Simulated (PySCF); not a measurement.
Species: 2-methyl-1,4-pentadiene, C6H10.
Atom-mapped SMILES: `[CH2:1]=[CH:2][CH2:3][C:4](=[CH2:5])[CH3:6]` (hydrogens: H7, H8 on C1; H9 on C2; H10, H11 on C3; H12, H13 on C5; H14, H15, H16 on C6)

Method: TDDFT B3LYP/def2-SVPD, vertical, gas phase, core orbitals frozen in the response in PySCF. The structure is a single PBE0-D3(BJ)/def2-SVP conformer in the gas phase; no vibrational or solvent corrections. Torsions of this conformer, `[CH2:1]=[CH:2][CH2:3][C:4](=[CH2:5])[CH3:6]`: C1–C2–C3–C4 118°, C2–C3–C4–C5 113°.

Question: List the vertical singlet excitations with oscillator strengths and describe the spectrum.

Answer: 

| state | E (eV) | E (kJ/mol) | λ (nm) | f | \|μ\| (D) | main configurations (H = HOMO, L = LUMO) |
| --- | --- | --- | --- | --- | --- | --- |
| S1 | 5.98 | 577 | 207.4 | 0.072 | 1.78 | H→L (85%), H→L+1 (10%) |
| S2 | 6.39 | 616 | 194.1 | 0.075 | 1.76 | H-1→L (75%), H-1→L+1 (20%) |
| S3 | 6.62 | 639 | 187.2 | 0.0063 | 0.50 | H→L+2 (71%), H→L+1 (25%) |
| S4 | 7.00 | 676 | 177.0 | 0.021 | 0.89 | H-1→L+2 (74%), H-1→L+1 (15%) |
| S5 | 7.12 | 687 | 174.2 | 0.255 | 3.07 | H→L+1 (51%), H→L+2 (14%), H→L+3 (10%) |
| S6 | 7.38 | 712 | 167.9 | 0.351 | 3.54 | H-1→L+1 (35%), H→L+3 (19%), H-1→L+2 (12%) |

The lowest singlet comes at 207 nm (577 kJ/mol) in the ultraviolet; it is of moderate strength; its leading configuration is HOMO→LUMO (85%). The strongest level in the table is S6 at 7.38 eV (168 nm, f = 0.351). It is the last of those listed, so stronger ones may follow. Löwdin shares by element: HOMO carbon 82% or more (atoms not listed hold the other 18%); LUMO carbon 68% or more (atoms not listed hold the other 32%). Weighted by f, the mean energy of these states is 7.05 eV. Orbital energies (eV): HOMO-3 -9.65, HOMO-2 -9.51, HOMO-1 -7.30, HOMO -6.96, LUMO -0.35, LUMO+1 0.46, LUMO+2 0.57. The listed states span 1.40 eV, and the widest gap between neighbours is 0.41 eV (S1 to S2). Only the lowest 6 singlets were computed, as vertical energies without vibronic structure.
